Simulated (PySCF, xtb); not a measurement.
NO, SMILES [N]=O (connectivity only; charge and spin as stated), charge +1, multiplicity 1.

Harmonic wavenumbers (cm⁻¹) from GFN2-xTB (xtb) at its own minimum, in rising order: 2422.

### Question
What does PBE0-D3(BJ)/def2-TZVPD run with PySCF give at its own minimum? (Estimate from the structure and the level; the computed values follow.)

### Answer
2528. Paired by order, the mean absolute difference is 106 cm⁻¹ and the zero-point energies are 3.5 and 3.6 kcal/mol.
